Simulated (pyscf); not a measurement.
Single points on ωB97X-D3(BJ)/def2-SVP structures (PySCF, gas phase). MP2 and CC: frozen core, UHF for open shells. ΔMP2 is the change of the MP2 total energy from the triple- to the quadruple-zeta basis.

SMILES: O[AsH]O
```xyz
6

O     -0.7050     1.2727    -0.5266
As     0.9423     0.6037    -0.3959
O      0.7280    -0.5699     0.9446
H     -1.3695     0.5728    -0.5808
H      0.7894    -0.5076    -1.4363
H      0.9854    -0.1518     1.7760
```

Question: List the bond dissociation enthalpies at 298 K of `[OH][AsH][OH]` from CCSD(T)/def2-TZVPP + ΔMP2(QZVPP), from the weakest bond up.

Answer: As–H to HO–As•–OH + H•: 3.07 eV; As–O to OH• + HO–AsH•: 3.73 eV; H–O to •O–AsH–OH + H•: 4.45 eV. Ring and multiple bonds, and those that leave no two simple radicals, are not listed. •O–AsH–OH lies 1.50 eV over its isomer HO–As•–OH, and others may lie lower still (electronic energy, ωB97M-D3(BJ)). Other isomers of HO–AsH•, HO–As•–OH were not searched in full and may lie lower. The CCSD(T) − MP2 part came from Ansatz, without density fitting, on the same reference. The frozen core leaves the outer d or s,p core shells of the metals and heavy elements correlated in the MP2 and CC values, and def2-TZVPP describes them poorly, which can shift differences by a few kcal/mol. Left out: the spin-orbit lowering of OH. Elements up to Kr have no core potential and no relativistic terms here.
